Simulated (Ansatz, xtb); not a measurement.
## A geometry optimisation of C2H2N with r2SCAN-D4/def2-SVP

The starting geometry of this gas-phase doublet has its atoms placed at random.

```yaml
atoms:
  - { symbol: C, position_ang: [-0.9078, -0.2324, 0.2105] }
  - { symbol: C, position_ang: [0.4415, 1.0318, -0.9403] }
  - { symbol: N, position_ang: [-0.2368, 0.2278, -1.8060] }
  - { symbol: H, position_ang: [-1.1254, -0.4737, -1.3598] }
  - { symbol: H, position_ang: [-1.6426, -0.6703, -0.3028] }
```

One run relaxed it with r2SCAN-D4/def2-SVP. What is a likely outcome?

It ends as `[C]1=CN1`. Distances that change by over a tenth: N3–H4 (1.22 → 1.03 Å). Contacts that close: C1–C2 (2.18 → 1.37 Å), C1–N3 (2.17 → 1.37 Å).

The energy falls by 4.41 eV over 17 steps:

```
step  E − E(last) (eV)
   1             4.406
   3             2.087
   5             1.551
   6             1.368
   8             1.124
  10             0.156
  12             0.026
  13             0.008
  15             0.000
  17             0.000
```

Final geometry (Å):

```xyz
5

C    -0.8396   -0.0125   -0.2067
C     0.0331    0.9268   -0.6816
N    -0.3408   -0.2820   -1.4507
H    -0.7995   -0.2892   -2.3704
H    -1.5242   -0.4599    0.5110
```

From the same start GFN2-xTB reaches the same bonding as this run.

From so rough a start the end depends on the optimiser's path, so another program may land elsewhere. No frequencies were run, so the end isn't proven a minimum. Open shells are spin-unrestricted. Run with Ansatz 0.2.0, 23 s on 1 thread of Intel(R) Xeon(R) 6975P-C (Granite Rapids) (shared host).
